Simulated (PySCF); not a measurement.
# Telling isomers of C$_{6}$H$_{4}$O$_{2}$ apart by NMR

- structure optimised with GFN2-xTB
- shielding tensors at PBE0/pcSseg-1 (GIAO)
- run in PySCF 2.14
- fast rotation and ring inversion assumed for equivalent nuclei, isolated molecule, one computed conformer, non-relativistic Hamiltonian

δ = σ(ref) − σ, references computed at the same level: TMS for ¹H (31.72 ppm), ¹³C (186.93 ppm). Where no couplings were computed, multiplicities follow the n + 1 count of equivalent neighbours, and m marks all less simple cases (inequivalent or close neighbours, rings, F or P nearby). Shifts are as computed. Against solution values, carbons near 30 ppm lie about +3 ppm off and those near 130 ppm about +5 ppm. Of 1211 compounds with measured shifts, 218 miss one by over three times the rms of a fit or turn the order of signals round; such compounds aren't used in these exercises.

(1) Tabulate the signals of `c1cc2occc2o1`, `C#C[C@@H]1C=COC1=O`, `O=C=Cc1ccco1` and their relative energies.

(2) What is the quickest way to tell C#C[C@@H]1C=COC1=O from O=C=Cc1ccco1?

(3) What is the quickest way to tell c1cc2occc2o1 from C#C[C@@H]1C=COC1=O?

(4) What is the quickest way to tell c1cc2occc2o1 from O=C=Cc1ccco1?

Answers

(1) 
```json
{"SMILES": "c1cc2occc2o1", "carbon types": "2×C 4×CH", "δC": "156.7, 148.5, 104.1", "δH": "7.56 (m, 2H), 6.69 (m, 2H)", "E rel. (kcal/mol)": "4.7"}
{"SMILES": "C#C[C@@H]1C=COC1=O", "carbon types": "2×C 4×CH", "δC": "177.3, 152.6, 116.3, 81.0, 78.8, 37.6", "δH": "6.95 (d, 1H), 5.65 (m, 1H), 3.94 (m, 1H), 1.70 (d, 1H)", "E rel. (kcal/mol)": "24.8"}
{"SMILES": "O=C=Cc1ccco1", "carbon types": "2×C 4×CH", "δC": "215.5, 145.3, 144.9, 118.9, 111.5, 25.8", "δH": "7.41 (m, 1H), 6.66 (m, 1H), 6.29 (m, 1H), 4.50 (s, 1H)", "E rel. (kcal/mol)": "0.0"}
```

Energies are electronic energies at PBE0/pcSseg-1 on these geometries, without zero-point or thermal terms, each for the one conformer computed, which needn't be the lowest.

(2) Both give the same number of carbon signals, with the same numbers of each carbon type, so the positions decide. The first has an alkyne carbon (C) at 81.0 ppm, the second a central carbon of a ketene (C) at 215.5 ppm. Their most deshielded carbons lie at 177.3 and 215.5 ppm. In the proton spectra the most deshielded non-exchanging signals are 6.95 (d, 1H) and 7.41 (m, 1H).

(3) Count the carbon signals: 3 against 6. The first has a ring-fusion aromatic carbon (C) at 156.7 ppm, the second an alkyne carbon (C) at 81.0 ppm. Their most deshielded carbons lie at 156.7 and 177.3 ppm. In the proton spectra the most deshielded non-exchanging signals are 7.56 (m, 2H) and 6.95 (d, 1H).

(4) Count the carbon signals: 3 against 6. The first has a ring-fusion aromatic carbon (C) at 156.7 ppm, the second a terminal carbon of a ketene (CH) at 25.8 ppm. Their most deshielded carbons lie at 156.7 and 215.5 ppm.
